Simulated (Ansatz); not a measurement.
Results of the Gaussian-basis code of Ansatz.

A structure relaxed at PBE0-D4/def2-TZVP, charge 0, multiplicity 1:

Cartesian coordinates in Å:
```
O 0.473 -0.970 0.122
Mg -0.222 0.628 -0.071
F -0.868 2.244 -0.261
H 0.617 -1.902 0.209
```

(1) Give its formula and SMILES.

(2) Point group (tolerance 0.08 Å, 0.16 Å for H)?

(3) Summarise the bond lengths by kind.

## Answers

(1) FHMgO, `[OH][Mg][F]`.

(2) Cs.

(3) 1 × Mg–O 1.754 Å; 1 × H–O 0.947 Å; 1 × F–Mg 1.751 Å.
